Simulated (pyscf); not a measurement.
Optimised with ωB97X-D3(BJ)/def2-SVP in PySCF. Correlated levels are frozen-core, on RHF or UHF. ΔMP2 is the change of the MP2 total energy from the triple- to the quadruple-zeta basis.

Problem. For the elementary gas-phase step Cl–AlH–Cl + H• → HCl + [HAl–Cl]• (doublet surface; Al–Cl broken, Cl–H formed), what barrier and reaction energy does CCSD(T)/def2-TZVPP + ΔMP2(QZVPP) give, measured from the separated reactants?

Solution. ΔE‡ = 0.96 eV, ΔE = +0.57 eV. Zero-point energy shifts the barrier by +0.03 eV. It is an atom transfer, with an imaginary mode of 1471i cm⁻¹. On the product side the descent ends in a complex, 0.32 eV under the separated species and 0.66 eV under the saddle at ωB97X-D3(BJ)/def2-TZVP. At ωB97X-D3(BJ) the barrier from the zero used here is 1.08 eV. The same reactants have a lower exit, to [Cl–Al–Cl]• + H₂ (barrier +0.15 eV at ωB97M-D3(BJ), against +0.99 eV here). One saddle was located; it need not be the lowest between these sides. The angle at the transferred Cl is 136°. The CCSD(T) − MP2 part came from Ansatz, without density fitting, on the same reference.
